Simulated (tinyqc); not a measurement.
ROHF in the sto-3g basis, for BH2, spin multiplicity 2, step by step (part 1 of 2). This run ends on a higher stationary point, not on the lowest solution. Computed by tinyqc, a small Python program that keeps every step (integrals from PySCF). Settings: charge = 0, multiplicity = 2, basis = sto-3g, energy threshold = 1e-10, iteration cap = 65, orthogonalisation = symmetric, start = core, DIIS depth = 0, method = ROHF. Command: `OMP_NUM_THREADS=1 python tinyqc.py 30008 30009 out.jsonl` (the two numbers bound the seeds that draw the settings). One thread of a shared host (Intel(R) Xeon(R) Processor @ 2.60GHz), about 0.08 s of CPU time with the checks. Later iterations appear only in the table of the cycle.

## One-electron integrals

Geometry (angstrom):

| atom | x | y | z |
|---|---|---|---|
| B | 0.000000 | 0.000000 | 0.000000 |
| H | 0.000000 | 1.071000 | 0.350000 |
| H | 0.000000 | -1.131000 | 0.370000 |

Basis sto-3g: exponents (1/bohr^2) and contraction coefficients of normalised primitives:

| element | l (shell) | exponent | coefficient |
|---|---|---|---|
| B | s (1) | 48.791113 | 0.154329 |
| B | s (1) | 8.887362 | 0.535328 |
| B | s (1) | 2.405267 | 0.444635 |
| B | s (2) | 2.236956 | -0.099967 |
| B | s (2) | 0.519821 | 0.399513 |
| B | s (2) | 0.169062 | 0.700115 |
| B | p (3) | 2.236956 | 0.155916 |
| B | p (3) | 0.519821 | 0.607684 |
| B | p (3) | 0.169062 | 0.391957 |
| H | s (1) | 3.425251 | 0.154329 |
| H | s (1) | 0.623914 | 0.535328 |
| H | s (1) | 0.168855 | 0.444635 |

Overlap, kinetic and nuclear-attraction integrals over the contracted functions; the nuclear repulsion is the sum of Za Zb / Rab.

nuclear repulsion = 4.81203960 hartree

overlap S, lower triangle:
```
           1B 1s     1B 2s    1B 2px     1B 2py    1B 2pz     2H 1s     3H 1s
1B 1s   1.000000
1B 2s   0.269328  1.000000
1B 2px  0.000000  0.000000  1.000000
1B 2py  0.000000  0.000000  0.000000   1.000000
1B 2pz  0.000000  0.000000  0.000000   0.000000  1.000000
2H 1s   0.076845  0.508965  0.000000   0.483504  0.158008  1.000000
3H 1s   0.066498  0.475875  0.000000  -0.463970  0.151785  0.084773  1.000000
```

kinetic energy T (hartree), lower triangle:
```
            1B 1s     1B 2s    1B 2px     1B 2py    1B 2pz      2H 1s     3H 1s
1B 1s   10.826302
1B 2s   -0.047967  0.359168
1B 2px   0.000000  0.000000  1.123881
1B 2py   0.000000  0.000000  0.000000   1.123881
1B 2pz   0.000000  0.000000  0.000000   0.000000  1.123881
2H 1s   -0.012860  0.105038  0.000000   0.249984  0.081694   0.760032
3H 1s   -0.014241  0.088403  0.000000  -0.218496  0.071480  -0.011425  0.760032
```

nuclear attraction V (hartree), lower triangle:
```
             1B 1s      1B 2s     1B 2px     1B 2py     1B 2pz      2H 1s      3H 1s
1B 1s   -24.061735
1B 2s    -3.385621  -4.649027
1B 2px    0.000000   0.000000  -4.534162
1B 2py   -0.002040  -0.011437   0.000000  -4.763961
1B 2pz   -0.012217  -0.104196   0.000000  -0.003401  -4.558728
2H 1s    -0.977580  -2.135538   0.000000  -1.931264  -0.650512  -3.771359
3H 1s    -0.842739  -1.954205   0.000000   1.804728  -0.608821  -0.360054  -3.658088
```

core Hamiltonian H = T + V (hartree), lower triangle:
```
             1B 1s      1B 2s     1B 2px     1B 2py     1B 2pz      2H 1s      3H 1s
1B 1s   -13.235433
1B 2s    -3.433588  -4.289859
1B 2px    0.000000   0.000000  -3.410281
1B 2py   -0.002040  -0.011437   0.000000  -3.640080
1B 2pz   -0.012217  -0.104196   0.000000  -0.003401  -3.434848
2H 1s    -0.990440  -2.030500   0.000000  -1.681280  -0.568818  -3.011327
3H 1s    -0.856980  -1.865802   0.000000   1.586232  -0.537341  -0.371479  -2.898056
```

## Two-electron integrals

Functions are numbered as in S; the eight-fold symmetry (ij|kl) = (ji|kl) = (kl|ij) leaves the list below.

Two-electron integrals (ij|kl) in chemists' order, unique and non-zero (hartree):
```
(11|11) 2.923513    (21|11) 0.518376    (21|21) 0.109262    (22|11) 0.744229
(22|21) 0.193177    (22|22) 0.544804    (31|31) 0.020264    (32|31) 0.029996
(32|32) 0.120346    (33|11) 0.742491    (33|21) 0.193240    (33|22) 0.544682
(33|33) 0.586773    (41|41) 0.020264    (42|41) 0.029996    (42|42) 0.120346
(43|43) 0.031630    (44|11) 0.742491    (44|21) 0.193240    (44|22) 0.544682
(44|33) 0.523513    (44|44) 0.586773    (51|51) 0.020264    (52|51) 0.029996
(52|52) 0.120346    (53|53) 0.031630    (54|54) 0.031630    (55|11) 0.742491
(55|21) 0.193240    (55|22) 0.544682    (55|33) 0.523513    (55|44) 0.523513
(55|55) 0.586773    (61|11) 0.148083    (61|21) 0.031068    (61|22) 0.054978
(61|33) 0.054707    (61|41) 0.002186    (61|42) 0.003968    (61|44) 0.055471
(61|51) 0.000714    (61|52) 0.001297    (61|54) 0.000250    (61|55) 0.054789
(61|61) 0.009124    (62|11) 0.313427    (62|21) 0.082372    (62|22) 0.250524
(62|33) 0.243814    (62|41) 0.008635    (62|42) 0.049552    (62|44) 0.261802
(62|51) 0.002822    (62|52) 0.016194    (62|54) 0.005878    (62|55) 0.245735
(62|61) 0.024924    (62|62) 0.150657    (63|31) 0.008822    (63|32) 0.039637
(63|43) 0.009621    (63|53) 0.003144    (63|63) 0.018062    (64|11) 0.263915
(64|21) 0.070356    (64|22) 0.225850    (64|33) 0.213783    (64|41) 0.015288
(64|42) 0.080979    (64|44) 0.248139    (64|51) 0.002113    (64|52) 0.013510
(64|54) 0.008083    (64|55) 0.215397    (64|61) 0.022490    (64|62) 0.159663
(64|64) 0.183816    (65|11) 0.086247    (65|21) 0.022992    (65|22) 0.073807
(65|33) 0.069864    (65|41) 0.002113    (65|42) 0.013510    (65|44) 0.074803
(65|51) 0.009512    (65|52) 0.044053    (65|54) 0.011235    (65|55) 0.076679
(65|61) 0.007350    (65|62) 0.052177    (65|64) 0.054168    (65|65) 0.035764
(66|11) 0.459972    (66|21) 0.123197    (66|22) 0.419827    (66|33) 0.394652
(66|41) 0.017028    (66|42) 0.124939    (66|44) 0.462523    (66|51) 0.005565
(66|52) 0.040830    (66|54) 0.022180    (66|55) 0.401901    (66|61) 0.038227
(66|62) 0.310238    (66|64) 0.359566    (66|65) 0.117505    (66|66) 0.774606
(71|11) 0.127802    (71|21) 0.026834    (71|22) 0.047555    (71|33) 0.047320
(71|41) -0.001875   (71|42) -0.003427   (71|44) 0.047981    (71|51) 0.000613
(71|52) 0.001121    (71|54) -0.000216   (71|55) 0.047391    (71|61) 0.007447
(71|62) 0.019406    (71|64) 0.015720    (71|65) 0.005727    (71|66) 0.028623
(71|71) 0.006804    (72|11) 0.285830    (72|21) 0.075218    (72|22) 0.230687
(72|33) 0.224318    (72|41) -0.007891   (72|42) -0.046416   (72|44) 0.241390
(72|51) 0.002581    (72|52) 0.015185    (72|54) -0.005585   (72|55) 0.226145
(72|61) 0.020482    (72|62) 0.091485    (72|64) 0.071298    (72|65) 0.030920
(72|66) 0.144453    (72|71) 0.019696    (72|72) 0.130448    (73|31) 0.007834
(73|32) 0.035786    (73|43) -0.008868   (73|53) 0.002901    (73|63) 0.009715
(73|73) 0.015112    (74|11) -0.246454   (74|21) -0.065757   (74|22) -0.212855
(74|33) -0.201490   (74|41) 0.013849    (74|42) 0.075232    (74|44) -0.233805
(74|51) -0.001968   (74|52) -0.012905   (74|54) 0.007670    (74|55) -0.203051
(74|61) -0.017034   (74|62) -0.073726   (74|64) -0.049447   (74|65) -0.024418
(74|66) -0.109982   (74|71) -0.018136   (74|72) -0.141273   (74|74) 0.164993
(75|11) 0.080626    (75|21) 0.021512    (75|22) 0.069634    (75|33) 0.065916
(75|41) -0.001968   (75|42) -0.012905   (75|44) 0.070685    (75|51) 0.008478
(75|52) 0.040008    (75|54) -0.010429   (75|55) 0.072229    (75|61) 0.006179
(75|62) 0.031461    (75|64) 0.024088    (75|65) 0.020110    (75|66) 0.052093
(75|71) 0.005933    (75|72) 0.046217    (75|74) -0.049033   (75|75) 0.031152
(76|11) 0.053910    (76|21) 0.014085    (76|22) 0.042241    (76|33) 0.041353
(76|41) -0.000027   (76|42) -0.000250   (76|44) 0.043133    (76|51) 0.000863
(76|52) 0.004804    (76|54) -0.000043   (76|55) 0.042202    (76|61) 0.004054
(76|62) 0.020804    (76|64) 0.019203    (76|65) 0.007912    (76|66) 0.037681
(76|71) 0.003515    (76|72) 0.019539    (76|74) -0.018643   (76|75) 0.007561
(76|76) 0.003595    (77|11) 0.437558    (77|21) 0.117335    (77|22) 0.405095
(77|33) 0.380773    (77|41) -0.015697   (77|42) -0.120024   (77|44) 0.446311
(77|51) 0.005135    (77|52) 0.039265    (77|54) -0.021440   (77|55) 0.387787
(77|61) 0.031565    (77|62) 0.151991    (77|64) 0.111970    (77|65) 0.053809
(77|66) 0.239930    (77|71) 0.031432    (77|72) 0.285979    (77|74) -0.337837
(77|75) 0.110522    (77|76) 0.037681    (77|77) 0.774606
```

## Orthogonalisation

S = U s U^T; symmetric (Loewdin) form X = U s^(-1/2) U^T, so that X^T S X = 1.

eigenvalues of S: 0.270132  0.306293  0.892214  1.000000  1.053619  1.627266  1.850477

X, lower triangle:
```
            1B 1s      1B 2s    1B 2px     1B 2py     1B 2pz      2H 1s     3H 1s
1B 1s    1.031777
1B 2s   -0.167702   1.320628
1B 2px   0.000000   0.000000  1.000000
1B 2py  -0.000822   0.026292  0.000000   1.293152
1B 2pz  -0.008111   0.089589  0.000000   0.006898   1.027505
2H 1s    0.026133  -0.386389  0.000000  -0.402444  -0.117552   1.331999
3H 1s    0.026236  -0.335621  0.000000   0.365534  -0.105029  -0.057360  1.277803
```

## Starting guess

The start is the orbitals of the core Hamiltonian; D(s) = C_occ C_occ^T for each spin.

D(alpha) at the start, lower triangle:
```
            1B 1s      1B 2s    1B 2px     1B 2py     1B 2pz      2H 1s     3H 1s
1B 1s    1.074898
1B 2s   -0.287368   1.078344
1B 2px   0.000000   0.000000  1.000000
1B 2py  -0.000258   0.005558  0.000000   1.284651
1B 2pz  -0.100773   0.404836  0.000000  -0.003518   0.152060
2H 1s    0.025335  -0.074347  0.000000  -0.171770  -0.027123   0.028024
3H 1s    0.026626  -0.080319  0.000000   0.173520  -0.030877  -0.017639  0.029558
```

D(beta) at the start, lower triangle:
```
            1B 1s      1B 2s    1B 2px     1B 2py     1B 2pz      2H 1s     3H 1s
1B 1s    1.074898
1B 2s   -0.287368   1.078344
1B 2px   0.000000   0.000000  0.000000
1B 2py  -0.000258   0.005558  0.000000   1.284651
1B 2pz  -0.100773   0.404836  0.000000  -0.003518   0.152060
2H 1s    0.025335  -0.074347  0.000000  -0.171770  -0.027123   0.028024
3H 1s    0.026626  -0.080319  0.000000   0.173520  -0.030877  -0.017639  0.029558
```

## Iteration 1: building the Fock matrix

J_ij = sum D_kl (ij|kl) with D = D(alpha) + D(beta), K_ij = sum D_kl (ik|jl) for each spin; F = H + J - K(s); E = tr D H + tr D J / 2 - 0.5 sum_s tr D(s) K(s) + E_nn.

Coulomb J (hartree), lower triangle:
```
            1B 1s      1B 2s    1B 2px     1B 2py    1B 2pz     2H 1s     3H 1s
1B 1s    9.689869
1B 2s    2.024992   4.249638
1B 2px   0.000000   0.000000  4.245101
1B 2py  -0.000215  -0.000512  0.000000   4.294081
1B 2pz   0.034532   0.149657  0.000000  -0.000579  4.196987
2H 1s    0.579606   1.921597  0.000000   1.702623  0.595763  3.104857
3H 1s    0.500825   1.764011  0.000000  -1.599782  0.558868  0.327724  2.979170
```

exchange K(alpha) (hartree), lower triangle:
```
            1B 1s     1B 2s    1B 2px     1B 2py    1B 2pz     2H 1s     3H 1s
1B 1s    3.015843
1B 2s    0.586541  0.790927
1B 2px   0.000000  0.000000  0.749630
1B 2py  -0.000100  0.000475  0.000000   0.746414
1B 2pz   0.010169  0.213634  0.000000  -0.002009  0.268874
2H 1s    0.176750  0.367538  0.000000   0.274494  0.122790  0.309170
3H 1s    0.153548  0.332859  0.000000  -0.252635  0.113168  0.070325  0.260079
```

exchange K(beta) (hartree), lower triangle:
```
            1B 1s     1B 2s    1B 2px     1B 2py    1B 2pz     2H 1s     3H 1s
1B 1s    2.995579
1B 2s    0.556545  0.670581
1B 2px   0.000000  0.000000  0.162857
1B 2py  -0.000100  0.000475  0.000000   0.714784
1B 2pz   0.010169  0.213634  0.000000  -0.002009  0.237244
2H 1s    0.167928  0.327900  0.000000   0.264873  0.119645  0.291108
3H 1s    0.145714  0.297073  0.000000  -0.243766  0.110267  0.060610  0.244968
```

F(alpha) (hartree), lower triangle:
```
            1B 1s      1B 2s    1B 2px     1B 2py     1B 2pz      2H 1s      3H 1s
1B 1s   -6.561406
1B 2s   -1.995138  -0.831147
1B 2px   0.000000   0.000000  0.085189
1B 2py  -0.002155  -0.012424  0.000000  -0.092414
1B 2pz   0.012147  -0.168173  0.000000  -0.001972   0.493265
2H 1s   -0.587584  -0.476441  0.000000  -0.253150  -0.095845  -0.215640
3H 1s   -0.509703  -0.434649  0.000000   0.239085  -0.091641  -0.114080  -0.178966
```

F(beta) (hartree), lower triangle:
```
            1B 1s      1B 2s    1B 2px     1B 2py     1B 2pz      2H 1s      3H 1s
1B 1s   -6.541142
1B 2s   -1.965142  -0.710802
1B 2px   0.000000   0.000000  0.671962
1B 2py  -0.002155  -0.012424  0.000000  -0.060784
1B 2pz   0.012147  -0.168173  0.000000  -0.001972   0.524895
2H 1s   -0.578763  -0.436804  0.000000  -0.243529  -0.092701  -0.197578
3H 1s   -0.501869  -0.398863  0.000000   0.230217  -0.088740  -0.104364  -0.163854
```

total energy of this density = -24.11555212 hartree

## Iteration 1: Roothaan effective Fock matrix

With projectors Pc = D(beta) S, Po = (D(alpha) - D(beta)) S, Pv = 1 - D(alpha) S, the block xy is Px^T F Py; with Fc = (F(alpha) + F(beta))/2, the blocks are Fc for cc, oo, vv and cv, F(beta) for co and F(alpha) for ov.

effective F (hartree), lower triangle:
```
            1B 1s      1B 2s    1B 2px     1B 2py     1B 2pz      2H 1s      3H 1s
1B 1s   -6.551274
1B 2s   -1.980140  -0.770975
1B 2px   0.000000   0.000000  0.378576
1B 2py  -0.002155  -0.012424  0.000000  -0.076599
1B 2pz   0.012147  -0.168173  0.000000  -0.001972   0.509080
2H 1s   -0.583173  -0.456622  0.000000  -0.248340  -0.094273  -0.206609
3H 1s   -0.505786  -0.416756  0.000000   0.234651  -0.090191  -0.109222  -0.171410
```

## Iteration 1: diagonalisation and new density

Diagonalise F' = X^T F X, C = X C', fill 4 alpha and 3 beta electrons from the bottom; D(s) = C_occ C_occ^T. Each column has its largest component positive (the first on a tie).

F' = X^T F X (hartree), lower triangle:
```
           1          2         3          4          5          6         7
1  -6.362795
2  -1.110542  -0.051455
3   0.000000   0.000000  0.378576
4   0.000702   0.016736  0.000000   0.328270
5   0.022411  -0.054304  0.000000   0.007106   0.552865
6  -0.107399  -0.383531  0.000000  -0.435286  -0.139100   0.263089
7  -0.079035  -0.335482  0.000000   0.399114  -0.125532  -0.091396  0.225999
```

orbital energies (hartree): MO1 -6.559557, MO2 -0.363286, MO3 -0.256920, MO4 0.378576, MO5 0.511002, MO6 0.693604, MO7 0.931130

coefficients C:
```
              MO1        MO2        MO3       MO4        MO5        MO6        MO7
1B 1s    0.988699  -0.232625   0.018197  0.000000  -0.184474  -0.163347  -0.037956
1B 2s    0.043445   0.573541  -0.056456  0.000000   0.837339   0.967435   0.267859
1B 2px   0.000000   0.000000   0.000000  1.000000   0.000000   0.000000   0.000000
1B 2py   0.000758   0.049426   0.532350  0.000000  -0.046610  -0.206532   1.279801
1B 2pz   0.001216   0.142527  -0.014976  0.000000  -0.678227   0.770340   0.121661
2H 1s   -0.007438   0.382023   0.368559  0.000000  -0.384430  -0.624042  -1.133236
3H 1s   -0.006943   0.310219  -0.441246  0.000000  -0.443403  -0.916754   0.752342
```

D(alpha) after iteration 1, lower triangle:
```
            1B 1s      1B 2s    1B 2px     1B 2py    1B 2pz      2H 1s     3H 1s
1B 1s    1.031971
1B 2s   -0.091493   0.334024
1B 2px   0.000000   0.000000  1.000000
1B 2py  -0.001061  -0.001674  0.000000   0.285840
1B 2pz  -0.032226   0.082643  0.000000  -0.000927  0.020540
2H 1s   -0.089516   0.197975  0.000000   0.215078  0.048920   0.281832
3H 1s   -0.087059   0.202533  0.000000  -0.219570  0.050814  -0.044063  0.290983
```

D(beta) after iteration 1, lower triangle:
```
            1B 1s      1B 2s    1B 2px     1B 2py    1B 2pz      2H 1s     3H 1s
1B 1s    1.031971
1B 2s   -0.091493   0.334024
1B 2px   0.000000   0.000000  0.000000
1B 2py  -0.001061  -0.001674  0.000000   0.285840
1B 2pz  -0.032226   0.082643  0.000000  -0.000927  0.020540
2H 1s   -0.089516   0.197975  0.000000   0.215078  0.048920   0.281832
3H 1s   -0.087059   0.202533  0.000000  -0.219570  0.050814  -0.044063  0.290983
```

## Iteration 2: building the Fock matrix

As before.

Coulomb J (hartree), lower triangle:
```
           1B 1s     1B 2s    1B 2px     1B 2py    1B 2pz     2H 1s     3H 1s
1B 1s   8.902307
1B 2s   1.838709  3.931568
1B 2px  0.000000  0.000000  3.896623
1B 2py  0.001500  0.004708  0.000000   4.033056
1B 2pz  0.024264  0.144915  0.000000   0.000328  3.852304
2H 1s   0.526637  1.848398  0.000000   1.690064  0.584902  3.220271
3H 1s   0.454619  1.702379  0.000000  -1.592824  0.551094  0.311698  3.131118
```

exchange K(alpha) (hartree), lower triangle:
```
            1B 1s     1B 2s    1B 2px     1B 2py    1B 2pz     2H 1s     3H 1s
1B 1s    2.965292
1B 2s    0.571156  0.698578
1B 2px   0.000000  0.000000  0.696598
1B 2py   0.000084  0.008213  0.000000   0.628168
1B 2pz  -0.001350  0.139690  0.000000   0.001446  0.180440
2H 1s    0.166263  0.434528  0.000000   0.381348  0.126811  0.632272
3H 1s    0.143965  0.407550  0.000000  -0.366749  0.121437  0.073735  0.610637
```

exchange K(beta) (hartree), lower triangle:
```
            1B 1s     1B 2s    1B 2px     1B 2py    1B 2pz     2H 1s     3H 1s
1B 1s    2.945028
1B 2s    0.541160  0.578232
1B 2px   0.000000  0.000000  0.109825
1B 2py   0.000084  0.008213  0.000000   0.596538
1B 2pz  -0.001350  0.139690  0.000000   0.001446  0.148811
2H 1s    0.157441  0.394891  0.000000   0.371727  0.123667  0.614210
3H 1s    0.136131  0.371764  0.000000  -0.357881  0.118536  0.064020  0.595525
```

F(alpha) (hartree), lower triangle:
```
            1B 1s      1B 2s     1B 2px     1B 2py     1B 2pz      2H 1s      3H 1s
1B 1s   -7.298417
1B 2s   -2.166035  -1.056869
1B 2px   0.000000   0.000000  -0.210256
1B 2py  -0.000625  -0.014941   0.000000  -0.235192
1B 2pz   0.013398  -0.098971   0.000000  -0.004520   0.237016
2H 1s   -0.630066  -0.616630   0.000000  -0.372564  -0.110727  -0.423328
3H 1s   -0.546326  -0.570973   0.000000   0.360157  -0.107684  -0.133516  -0.377574
```

F(beta) (hartree), lower triangle:
```
            1B 1s      1B 2s    1B 2px     1B 2py     1B 2pz      2H 1s      3H 1s
1B 1s   -7.278153
1B 2s   -2.136039  -0.936523
1B 2px   0.000000   0.000000  0.376517
1B 2py  -0.000625  -0.014941  0.000000  -0.203563
1B 2pz   0.013398  -0.098971  0.000000  -0.004520   0.268645
2H 1s   -0.621244  -0.576993  0.000000  -0.362943  -0.107583  -0.405266
3H 1s   -0.538492  -0.535187  0.000000   0.351289  -0.104783  -0.123800  -0.362463
```

total energy of this density = -25.34950166 hartree

## Iteration 2: Roothaan effective Fock matrix

As before.

effective F (hartree), lower triangle:
```
            1B 1s      1B 2s    1B 2px     1B 2py     1B 2pz      2H 1s      3H 1s
1B 1s   -7.288285
1B 2s   -2.151037  -0.996696
1B 2px   0.000000   0.000000  0.083130
1B 2py  -0.000625  -0.014941  0.000000  -0.219377
1B 2pz   0.013398  -0.098971  0.000000  -0.004520   0.252831
2H 1s   -0.625655  -0.596812  0.000000  -0.367754  -0.109155  -0.414297
3H 1s   -0.542409  -0.553080  0.000000   0.355723  -0.106233  -0.128658  -0.370019
```
